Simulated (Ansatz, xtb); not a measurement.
**A geometry optimisation of C2H4N− with r2SCAN-D4/def2-SVPD**

The starting geometry of this gas-phase singlet has its atoms placed at random; its bonds are those of `C=[C-]N`.

```xyz
7

C     1.1153    0.5391   -0.5766
C    -0.1601    0.5751    0.1128
N     1.8857    0.3698    0.6038
H     1.6363   -0.7479    0.5035
H    -0.7944    0.7872   -0.6257
H     1.4769    0.0842    1.3828
H    -0.2199    0.2484    0.9691
```

Problem. Guess where an optimisation with r2SCAN-D4/def2-SVPD ends from this start.

Solution. It ends as `C=[C-]N`. Distances that change by over a tenth: C2–H5 (1.00 → 1.10 Å), C2–H7 (0.92 → 1.12 Å), N3–H4 (1.15 → 1.01 Å), N3–H6 (0.92 → 1.04 Å).

The energy falls by 4.68 eV over 12 steps:

| step | E − E(last) (eV) |
| --- | --- |
| 1 | 4.679 |
| 2 | 1.266 |
| 3 | 0.565 |
| 5 | 0.171 |
| 6 | 0.052 |
| 7 | 0.029 |
| 8 | 0.004 |
| 10 | 0.000 |
| 11 | 0.000 |
| 12 | 0.000 |

Final geometry (Å):

```xyz
7

C     0.9540    0.2736   -0.4417
C    -0.2891    0.6599   -0.0417
N     1.8656    0.0307    0.6068
H     2.5942   -0.6400    0.3995
H    -1.0783    0.9414   -0.7495
H     1.4700   -0.1334    1.5533
H    -0.5768    0.7237    1.0430
```

From the same start GFN2-xTB reaches the same bonding as this run.

From so rough a start the end depends on the optimiser's path, so another program may land elsewhere. No frequencies were run, so the end isn't proven a minimum. Run with Ansatz 0.2.0, 44 s on 1 thread of AMD EPYC (Zen 3), on a shared host.
